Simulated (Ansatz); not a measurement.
# Mg2 (triplet): wave-function methods side by side at distance Mg1–Mg2 = 6.204 Å, aug-cc-pVTZ

Aim: climb from Hartree-Fock through coupled cluster for Mg2 (triplet) at one geometry and basis, and see what each rung misses.

The runs use Ansatz 0.2.0, Gaussian basis; aug-cc-pVTZ, core rule «outside noble gas», up to 10 orbitals frozen.

The runs, in order: UHF; CCSD(T) on ROHF; CCSD(T) on UHF; BCCD(T) on ROHF; CCSDT(Q) on ROHF; CCSDT(Q) on UHF; Full CI.

25 further runs of the same task are left out: 5 for a known fault of the program, 16 that didn't finish, 4 set aside as unsound or not needed.

### 1 The system

The geometry derives from a PBE0/def2-TZVP stationary point (not a proven minimum). One bond is set to the value named and the two fragments are kept rigid.

2 atoms, charge 0, spin multiplicity 3.

Atoms are counted from 1 here; the program's logs count them from 0.

No contacts short enough for the rule that draws bonds.

Geometry (Å):

```xyz
2
charge 0, multiplicity 3
Mg    0.0000    0.0000    0.0000
Mg    0.0000    0.0000    6.2040
```

### 2 UHF

Input file in.yaml:

```yaml
crystal:
  periodic: [false, false, false]
  atoms:
    - {symbol: Mg, position_ang: [0.000000, 0.000000, 0.000000]}
    - {symbol: Mg, position_ang: [0.000000, 0.000000, 6.204000]}
basis:
  gaussian: {orbitals: aug-cc-pVTZ}
magnetization: {spin_polarized: true, initial_magnetization: 2}
hamiltonian: {xc: hf}
output: {orbitals: {seedname: orbitals}}
```

Started as:

```
$ ansatz run in.yaml --threads 1 --pin off --events-out ev --progress --plain --max-ram 2393MiB
```

The runs that follow: CCSD(T) on ROHF; CCSD(T) on UHF; BCCD(T) on ROHF; CCSDT(Q) on ROHF; CCSDT(Q) on UHF; Full CI.

Before running them: what should the planned runs give, taken together? Wanted: FCI below the RHF energy; RMP2 from FCI; UMP2 from FCI; RCCSD from FCI; RCCSD(T) from FCI; UCCSD(T) from FCI; RCCSDT(Q) from FCI; UCCSDT(Q) from FCI; T1 diagnostic.

As calculated:

| quantity | value |
| --- | --- |
| FCI below the RHF energy | -1.0655 eV |
| RMP2 from FCI | +343.8 meV |
| UMP2 from FCI | +343.1 meV |
| RCCSD from FCI | +12.9 meV |
| RCCSD(T) from FCI | +9.8 meV |
| UCCSD(T) from FCI | +8.4 meV |
| RCCSDT(Q) from FCI | +3.8 meV |
| UCCSDT(Q) from FCI | +2.8 meV |
| levels within 1 kcal/mol (43 meV) | RCCSD, UCCSD, RCCSD(T), UCCSD(T), BCCD(T), RCCSDT, UCCSDT, RCCSDT(Q), UCCSDT(Q) |
| T1 diagnostic | 0.013 |
| effectively unpaired electrons | 2.48 |

What this shows: RCCSD(T) misses by +9.8 meV, 0.9 % of the correlation energy. The occupations show some static correlation. These misses are within one basis, not against nature; the frozen cores of restricted and unrestricted runs differ, which can shift their rows.
